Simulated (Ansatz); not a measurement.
## Isomers

Structures of C2H4Li, doublet, relaxed at PBE0-D4/def2-TZVP (vibrations not checked; lower isomers may exist, and structures with a doubtful reference or unclear bonds are left out). Computed with Ansatz 0.2.0 (basis: def2-TZVPP); correlated methods freeze the cores; orbitals are unrestricted. The outer core shell of Li, Na, Mg and K is correlated. B3LYP uses VWN-RPA correlation.

Rank them by CCSD(T) energy, lowest first, and give each one's height above the lowest. Links in brackets join atoms within 1.22 times the sum of their covalent radii (1.1 for two metals). (Judge from chemistry; the value comes from the calculation.)
A.
C₂H₄Li ([Li][CH][CH3])
```
7
angstrom
Li -1.4237 -1.0193 -1.8264
C -0.4300 -0.6786 -0.2258
C 0.4533 0.4588 0.2023
H -0.4568 -1.4126 0.5966
H 0.5502 1.2490 -0.5505
H 0.0883 0.9421 1.1231
H 1.4752 0.1223 0.4414
```
B.
C₂H₄Li ([Li]1[CH2][CH2]1)
```
7
angstrom
Li -1.4364 -0.7475 1.3347
C -0.6080 0.2466 -0.2477
C 0.3619 0.0395 0.7644
H -0.6104 -0.3776 -1.1371
H -1.0681 1.2232 -0.3710
H 0.6488 0.8567 1.4206
H 1.1065 -0.7441 0.6545
```
C.
a complex of C₂H₄ (C=C) + Li
```
7
angstrom
Li -2.1998 -0.0375 1.1173
C 0.2165 -0.0843 -0.8278
C 0.5037 0.0960 0.4572
H 0.1628 -1.0755 -1.2649
H 0.0180 0.7520 -1.4891
H 0.5771 1.0881 0.8915
H 0.7217 -0.7389 1.1157
```

Computed: C (0.000 eV), B (0.072 eV), A (0.825 eV). Heights count from the lowest.

Do PBE-D4, r2SCAN-D4, PBE0-D4, B3LYP-D4, wB97M-V, HF, MP2 give the same order? (A judgement: the text doesn't fix the answer.)

The calculation gives: Lowest first: PBE-D4 B < C < A; r2SCAN-D4 B < C < A; PBE0-D4 B < C < A; wB97M-V B < C < A. The others agree with CCSD(T).

The T1 diagnostic stays at or below 0.018. ⟨S²⟩ of the unrestricted Hartree–Fock references: 0.76 to 0.77 (a pure state has 0.75).

For scale, one of the runs: CCSD(T)/def2-TZVPP, 137 basis functions, launched by `ansatz run in.yaml --threads 2 --pin off --events-out ev --progress --plain --max-ram 4352MiB`. The run took 36 s on 2 CPU threads of an Arm Neoverse V2 (shared host), with 1.8 GiB of host memory at its peak.
